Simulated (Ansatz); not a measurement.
Task: a rigid scan of one bond angle of CH2O2, SMILES O=CO, with Ansatz 0.2.0, Python API. Give the script and its output. Settings (for the species named): PBE0, cc-pVDZ basis, multiplicity 1.

```
atom    x (Å)    y (Å)    z (Å)
   O  -0.3537  -0.4125   1.2159
   C  -0.2526  -0.3556  -0.0036
   O   0.4489   0.5950  -0.6259
   H  -0.5885  -1.0598  -0.7296
   H   0.7958   1.1593   0.1017
```

`bend.py`:
```python
# -*- coding: utf-8 -*-
"""Energy of CH2O2 against one bond angle."""

import ansatz as az
from ase import Atoms


def main():
    atoms = Atoms(["O", "C", "O", "H", "H"], positions=[
        (-0.3537, -0.4125, 1.2159),
        (-0.2526, -0.3556, -0.0036),
        (0.4489, 0.595, -0.6259),
        (-0.5885, -1.0598, -0.7296),
        (0.7958, 1.1593, 0.1017),
    ])

    # start the scan from a relaxed geometry
    first = (
        az.Crystal.molecule_from_ase(atoms).calculation()
        .basis(gaussian="cc-pVDZ")
        .functional("pbe0")
        .relax(force_tolerance=0.02, max_steps=80)
    )
    atoms.positions = first.run().report["positions_ang"]

    rows = []
    for angle in [85, 95, 105, 115, 125, 140, 160]:
        bent = atoms.copy()
        bent.set_angle(1, 2, 4, angle, indices=[4])
        setup = az.Crystal.molecule_from_ase(bent).calculation()
        setup = setup.basis(gaussian="cc-pVDZ").correlation("MP2")
        rows.append((angle, setup.run().report["free_energy_ev"]))
    floor = min(e for _, e in rows)
    for angle, e in rows:
        print(f"angle C1-O2-H4 = {angle:3d} deg   {1000 * (e - floor):9.1f} meV")


if __name__ == "__main__":
    main()
```

```console
$ python bend.py
angle C1-O2-H4 =  85 deg       358.3 meV
angle C1-O2-H4 =  95 deg        85.1 meV
angle C1-O2-H4 = 105 deg         0.0 meV
angle C1-O2-H4 = 115 deg        65.8 meV
angle C1-O2-H4 = 125 deg       248.0 meV
angle C1-O2-H4 = 140 deg       659.5 meV
angle C1-O2-H4 = 160 deg      1242.6 meV
```

Notes:
- The scan is rigid, and the energies are electronic, in a modest basis. The zero is the lowest point of the grid, which needn't be the minimum.
- The start is relaxed with a density functional and scanned with the wavefunction method, so it isn't exactly that method's minimum.
- Wall time of the script: 4.3 s on 1 thread of AMD EPYC 9R45 96-Core Processor (Zen 5) (shared host), peak memory 0.19 GiB.

(A comment or docstring line of the script was reworded after the run, the code is as it ran; lines on the test bed's own set-up are left out of the output.)
